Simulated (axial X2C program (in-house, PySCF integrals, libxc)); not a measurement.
Levels of NaAl⁻ by electron attachment to NaAl (EOM-EA-CCSD)

Calculated with an in-house all-electron X2C program for linear molecules (integrals from PySCF): two-component X2C with atomic mean-field Coulomb and Gaunt terms, Gaussian nuclei, basis Al dyall-av3z, Na dyall-acv3z with contracted cores.

R = 3.145 Å (near the PBE0 minimum at charge 0 of the determinant lowest at the starting distance; the state shown can have its own minimum elsewhere).

Hartree–Fock spinors of NaAl (one of each Kramers pair; a window near the gap, which can cut inner shells):

```csv
ω,occupied,ε (eV),character
1/2,yes,-10.53,"77% Al s, 9% Na p, 6% Na s"
1/2,yes,-4.62,"64% Al p, 29% Na s, 3% Al s"
1/2,no,0.01,"65% Na s, 26% Na p, 6% Al p"
1/2,no,0.17,"88% Na p, 12% Al p"
3/2,no,0.17,"88% Na p, 12% Al p"
1/2,no,0.27,"88% Na p, 9% Na s"
1/2,no,0.49,"46% Al p, 41% Na p, 8% Na s"
3/2,no,0.50,"52% Al p, 44% Na p, 4% Na d"
```

Levels of NaAl⁻ obtained by attaching an electron to NaAl:

```json
{"Ω": "1/2", "binding energy (eV)": "0.377", "above lowest (cm⁻¹)": "0", "attached spinor": "68% Al pπ, 24% Na pπ, 7% Na dπ", "one-particle weight": "0.85"}
{"Ω": "3/2", "binding energy (eV)": "0.372", "above lowest (cm⁻¹)": "39", "attached spinor": "68% Al pπ, 24% Na pπ, 7% Na dπ", "one-particle weight": "0.86"}
{"Ω": "1/2", "binding energy (eV)": "0.171", "above lowest (cm⁻¹)": "1660", "attached spinor": "58% Na sσ, 25% Na pσ, 10% Al pσ", "one-particle weight": "0.96"}
{"Ω": "1/2", "binding energy (eV)": "-0.212", "above lowest (cm⁻¹)": "4750", "attached spinor": "95% Na pσ", "one-particle weight": "0.99"}
{"Ω": "1/2", "binding energy (eV)": "-0.216", "above lowest (cm⁻¹)": "4786", "attached spinor": "93% Na pπ", "one-particle weight": "0.98"}
{"Ω": "3/2", "binding energy (eV)": "-0.217", "above lowest (cm⁻¹)": "4789", "attached spinor": "93% Na pπ", "one-particle weight": "0.98"}
{"Ω": "1/2", "binding energy (eV)": "-0.376", "above lowest (cm⁻¹)": "6073", "attached spinor": "70% Na sσ, 16% Na pσ, 6% Al pσ", "one-particle weight": "0.98"}
```

What is the splitting of the first π pair in the table, and is it regular or inverted?

E(3/2) − E(1/2) = 39 − 0 = 39 cm⁻¹ at EOM-EA-CCSD: regular, Ω = 1/2 lower. Splittings at this level can be off by ten to twenty per cent.

Negative binding energies belong to unbound states, resonances or levels that the basis set holds; within some tenths of an eV of zero the sign is not settled.

This point took 20 s on 1 thread of Intel(R) Xeon(R) 6975P-C (Granite Rapids), with other jobs on the host.

Reference electrons by ω block (each with its −ω partner): 1/2: 10, 3/2: 2. 12 electrons of NaAl correlated (inner shells frozen), 92 natural virtual spinors (a truncated set); levels can be off by some tenths of an eV. Roots sought by Ω: (1/2: 5, 3/2: 4, 5/2: 2, 7/2: 1); rows need 60 % one-particle weight and stop where some Ω has no more roots. Missing are any skipped roots, higher Ω and states of a further excitation; these come out far too high here and may in truth be low or lowest. T1 of the reference 0.012 (Lee–Taylor). Number of frozen shells: Al 2 s, 1 p; Na 1 s.
